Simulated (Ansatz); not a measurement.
## What a trial cell of Na3Sb2 relaxes into

Method: DFT PBE, scalar-relativistic, plane waves, PAW in Ansatz 0.2.0.

Na3Sb2 was placed on the anti-tetradymite structure type (R-3m, No. 166), with Sb in place of Bi, Na in place of Te, at a guessed volume.

Input of the last, converged step (default PAW datasets):

```yaml
crystal:
  lattice:
    - [1.7858870499, 1.031082369, 13.2863059502]
    - [-1.7858870499, 1.031082369, 13.2863059502]
    - [0.0, -2.062164738, 13.2863059502]
  atoms:
    - { symbol: Na, position: [0.0, 0.0, 0.0] }
    - { symbol: Na, position: [0.2081031172, 0.2081031172, 0.2081031172] }
    - { symbol: Na, position: [0.7918968828, 0.7918968828, 0.7918968828] }
    - { symbol: Sb, position: [0.3968430859, 0.3968430859, 0.3968430859] }
    - { symbol: Sb, position: [0.6031569141, 0.6031569141, 0.6031569141] }
basis:
  ecutwfc: 420
kpoints:
  mp_grid: { grid: [12, 12, 12] }
hamiltonian:
  xc: pbe
scf:
  occupations: { method: gaussian, width: 0.1 }
output:
  forces: true
  stress: true
  eigenvalues: true
  write_density: true
  write_potential: true
  elf: true
  volumetric_format: npy
relax:
  adjacent_minimum: "off"
  f_tol: 0.01
  max_steps: 80
  cell: { stress_tol: 0.05 }
```

Launched as:

```bash
ansatz run input.yaml --threads 1 --pin off --max-ram 2560MiB --backend cpu --events-out ev --progress --plain --runs-dir out
```

Time: 2.3 min on 1 thread of Intel(R) Xeon(R) 6975P-C (Granite Rapids), on a shared host, peak memory 0.93 GiB.

End of the output:

```
SCF converged after 6 iterations
Free energy (F): -17429.090199 eV
Harris-Foulkes:  -17429.090199 eV  (|F-HF|=3.64e-12)
Internal energy: -17429.088069 eV  (E = F + TS)
E sigma→0 (E₀):  -17429.089134 eV
Entropy (-TS):   -0.002130 eV (-0.426 meV/atom)
Fermi energy:    5.644379 eV
--- Per-component energies (eV) ---
  E_band       = -1056.455413
  E_kinetic    = 774.921612
  E_local      = -7942.954860  (includes V_loc(G=0)·N_el)
  E_nonlocal   = 1069.342505
  E_hartree    = 3245.803432
  E_xc         = -393.095343
  E_vxc        = -341.829084  (∫ρ·V_xc dr)
  E_paw        = -9939.619348  (= ΣΔE_a)
  E_vpaw       = -1107.542275  (= ΣTr[D̂ρ^β])
  E_aug_tail   = -0.000098  (compensation charges beyond the density's cutoff)
  E_ewald      = -4243.485970
  E_smearing   = -0.002130  (= −TS)
  E_closure    = 0.000000  (closes the sum)
  Σ components = -17429.090199   (vs F -17429.090199, Δ=0.00e0)
--- Forces (eV/Å), atoms counted from 1 ---
  atom   1  Na     0.00000000     0.00000000     0.00000000
  atom   2  Na     0.00000000     0.00000000     0.00003792
  atom   3  Na     0.00000000     0.00000000    -0.00003792
  atom   4  Sb     0.00000000     0.00000000    -0.00013441
  atom   5  Sb     0.00000000     0.00000000     0.00013441
  max |Σ_I F_I| component: 5.78e-19 eV/Å
--- Stress (GPa, compression-positive) ---
        0.002300       0.000000       0.000000
        0.000000       0.002300       0.000000
        0.000000       0.000000      -0.014334
  P = ⅓ Tr σ = -0.0032 GPa (-0.032 kbar)
--- Relaxed structure (4 steps of the walk, 4 accepted, 1 SCFs on fresh bases) ---
  F+E_penalty+E_count = -17429.09019934 eV   max|allowed force component| = 1.344e-4 eV/Å   (the final SCF, on the basis selected at the relaxed cell)
  cell:  # Å, volume = 143.3966 Å³
    - [1.757339, 1.014600, 13.404094]
    - [-1.757339, 1.014600, 13.404094]
    - [0.000000, -2.029200, 13.404094]
  atoms:
    - { symbol: Na, position: [0.000000, 0.000000, 0.000000] }
    - { symbol: Na, position: [0.207518, 0.207518, 0.207518] }
    - { symbol: Na, position: [0.792482, 0.792482, 0.792482] }
    - { symbol: Sb, position: [0.397086, 0.397086, 0.397086] }
    - { symbol: Sb, position: [0.602914, 0.602914, 0.602914] }
```

Total energies depend on the potentials used, so only differences within one code and one set of settings carry meaning.

The result has space group R-3m (No. 166). Na on Wyckoff site a (1 atom of the primitive cell) is coordinated by 6 Sb at 3.27 Å and 6 Na at 3.51 Å; around Na on Wyckoff site c (2 atoms of the primitive cell) lie 3 Sb at 3.22 Å, 6 Na at 3.51 Å and 3 Na at 3.86 Å; Sb is coordinated by 6 Na at 3.22–3.27 Å and 6 Sb at 3.51 Å.

Against the elements it lies at -0.17 eV/atom. The zero of energy is the elements' standard structures at the same level; no fitted shifts are applied.

For metals, differences of a few meV/atom aren't resolved. Spin–orbit coupling is left out.

A structure relaxed within its symmetry needn't be a true minimum.